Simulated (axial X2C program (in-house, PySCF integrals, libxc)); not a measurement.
## AlB⁺: cheaper levels and CCSD(T), two-component

All values were computed with an in-house relativistic program for diatomic molecules. Two-component (2c) means X2C with spin–orbit coupling and atomic mean-field two-electron Coulomb and Gaunt terms. Basis: Al dyall-v3z [8s8p2d1f], B dyall-v3z [7s6p2d1f] (cores contracted in-house); Gaussian nuclei, density fitting, unrestricted open shells. Masses: Al 26.982 u, B 11.009 u.

State: Ω = 1/2 (⟨Sz⟩ = 0.50, ⟨Lz⟩ = 0.00 at HF); fragments Al+ + B.

```csv
level,Re (Å),ωe (cm⁻¹),De (eV)
PBE0,2.749,239.9,0.958
HF,2.842,219.7,0.599
MP2,2.761,235.2,0.711
CCSD,2.756,238.5,0.725
BLYP,2.842,196.2,0.857
```

Correlated methods: 5 electrons correlated (number of frozen shells: Al 2 s, 1 p; B 1 s), 149 virtual spin orbitals or spinors in MP2, 88 natural virtuals in coupled cluster.

CCSD(T), same Hamiltonian and basis:

Re = 2.738 Å, ωe = 245.0 cm⁻¹, De = 0.76 eV; T1 = 0.025 (Lee–Taylor normalisation).

Task: Give the differences from CCSD(T) in the columns below.

Result: 

| level | ΔRe (Å) | Δωe (cm⁻¹) | ΔDe (eV) |
| --- | --- | --- | --- |
| PBE0 | 0.011 | -5.1 | 0.20 |
| HF | 0.104 | -25.3 | -0.16 |
| MP2 | 0.023 | -9.8 | -0.05 |
| CCSD | 0.018 | -6.5 | -0.03 |
| BLYP | 0.104 | -48.8 | 0.10 |

The state is a single determinant with fixed occupations, the lowest that a limited PBE0 search found. De is counted from the lowest determinant-based energies of the atoms at the same level, without counterpoise correction. Density functionals use the spin component along the axis (collinear). CCSD and (T) use frozen natural virtuals with an MP2 correction for the truncation; (T) itself is uncorrected, so its De runs slightly low. In 2c an atomic determinant is not the ground J level, so De misses part of the atomic spin–orbit lowering. This holds for PBE0, BLYP. Without a current term, density functionals place determinants with orbital angular momentum somewhat too high.
